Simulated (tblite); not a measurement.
# chloromethane: calculation against experiment

**What was measured.**

From CRC Handbook of Chemistry and Physics, for the gas at 298.15 K: standard entropy 234.6 J/(mol K).

The results are set against them at the end.

Species: chloromethane, CH3Cl.
SMILES with atom numbers: `[CH3:1][Cl:2]` (hydrogens: H3, H4, H5 on C1)

Structure used (GFN2-xTB), in Å, numbered top down from 1:
```xyz
5
CH3Cl angstrom
C     -0.1495   -0.0027   -0.0081
Cl     1.6266    0.0355    0.0473
H     -0.5206   -0.0611    1.0103
H     -0.4945    0.9069   -0.4896
H     -0.4534   -0.8758   -0.5770
```

GFN2-xTB wavenumbers (cm⁻¹, harmonic, unscaled, at the method's own geometry): 713, 1000, 1000, 1316, 1442, 1442, 3031, 3045, 3045. Point group C3v, symmetry number 3. Entropy at 298.15 K and 1 bar in J/(mol K): translation 157.6, rotation 74.4, vibration 2.2.

Results beside the measurements:

**Standard entropy at 298.15 K.** Measured: 234.6 J/(mol K) (298.15 K; CRC Handbook of Chemistry and Physics).

```json
{"level": "GFN2-xTB, rigid rotor and harmonic oscillator", "computed (J/(mol K))": "234.3", "computed − measured (J/(mol K))": "-0.3", "% (from the printed values)": "0"}
```

Ideal gas at 1 bar, most abundant isotopes; table values of this kind come from calorimetry or from spectroscopic constants.

The geometry is computed, not the measured one. Where a level misses, the cause wasn't examined.
